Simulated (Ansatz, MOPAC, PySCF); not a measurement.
Molecule: HS, net charge 0, doublet state. SMILES: [SH]
Coordinates optimised at B3LYP-D3(BJ)/def2-TZVP (Ansatz, an electronic-structure program):
```
S
H 1 1.3473
```
Charge 0, spin multiplicity 2.

Quantity: size of the dipole moment, in D. Terms: 6-31G* and kin with 6d, 5d where marked; non-relativistic; open shells spin-unrestricted; spin-orbit terms left out. First-principles rows: single points at B3LYP-D3(BJ) geometries (Ansatz). Semi-empirical rows: dipoles at the shared geometry.

```csv
level,program,size of the dipole moment (D)
PM6,MOPAC,0.80
PBE/def2-SVP,Ansatz,0.99
BP86/6-31G* (5d),PySCF,1.09
B3LYP/6-31G*,Ansatz,1.07
B3LYP/def2-SVP,Ansatz,0.96
B3LYP/cc-pVDZ,Ansatz,0.95
M06-2X/6-31G* (5d),PySCF,1.09
```

No value to compare with is used here. The 7 habitual levels span 0.80 (PM6) to 1.09 D (BP86/6-31G* (5d)).

The levels are drawn from those run, B3LYP/6-31G* more often than the rest, none by its result; runs whose electronic state is in doubt are left out.
